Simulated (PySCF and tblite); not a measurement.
Results of a calculation; reference values are marked as such.
C₆H₁₀, numbered as in [CH2:1]=[CH:2][CH2:3][CH2:4][CH:5]=[CH2:6].

The ensemble was built from 150 distance-geometry starts (ETKDG and KDG, MMFF94s, GFN2-xTB) and rests on PBE0-D3(BJ)/def2-SVP geometries. Weights use PBE0-D3(BJ)/def2-TZVP energies plus GFN2-xTB zero-point and thermal terms (modes under about 100 cm⁻¹ blended into free rotors). Symmetry numbers and mirror images are counted. Conformers within 4 kcal/mol (GFN2-xTB free energy) were kept, 7 at most. GIAO shieldings: PBE0/pcSseg-1. Shifts are against TMS (¹H), TMS (¹³C) at the same level; of two unlike H on one atom, a is the less shielded. Run with PySCF (density fitting) and tblite.

**Question.** Predict the averaged NMR shifts at 298.15 K.

**Answer.** ¹H: 6.05 (H2/H5, 2H), 5.36 (H1a/H6a, 2H), 5.28 (H1b/H6b, 2H), 2.06 (H3/H4, 4H) ppm. ¹³C: 147.8 (C2/C5), 122.7 (C1/C6), 37.6 (C3/C4) ppm.

**Question.** How do the conformers differ?

**Answer.** Torsions listed: C1–C2–C3–C4, C2–C3–C4–C5, C3–C4–C5–C6. Of a mirror pair one member is shown.
| conformer | shape | weight % |
| --- | --- | --- |
| 1 | -119°, 65°, 122° | 27.8 |
| 2 | 120°, 178°, 0° | 22.8 |
| 3 | 119°, 177°, 119° | 17.5 |
| 4 | 119°, 180°, -119° | 14.1 |
| 5 | 122°, -64°, 122° | 8.3 |

Not shown: 2 more, 9.5 % in all.

| signal | 1 | 2 | 3 | 4 | 5 | average |
| --- | --- | --- | --- | --- | --- | --- |
| H1a/H6a | 5.34 | 5.33 | 5.39 | 5.39 | 5.27 | 5.36 |
| H1b/H6b | 5.29 | 5.29 | 5.27 | 5.25 | 5.26 | 5.28 |
| H2/H5 | 6.05 | 6.18 | 6.00 | 6.02 | 5.75 | 6.05 |
| H3/H4 | 2.08 | 2.06 | 1.99 | 1.97 | 2.12 | 2.06 |
| C1/C6 | 123.4 | 121.0 | 122.9 | 122.6 | 123.7 | 122.7 |
| C2/C5 | 147.5 | 147.9 | 148.0 | 148.2 | 148.2 | 147.8 |
| C3/C4 | 37.8 | 34.6 | 39.8 | 39.9 | 37.5 | 37.6 |

Shifts are unscaled: against experiment ¹³C can be off by 15 ppm or more and ¹H by 0.8 ppm. For its torsions the set is small; conformers may be missing.
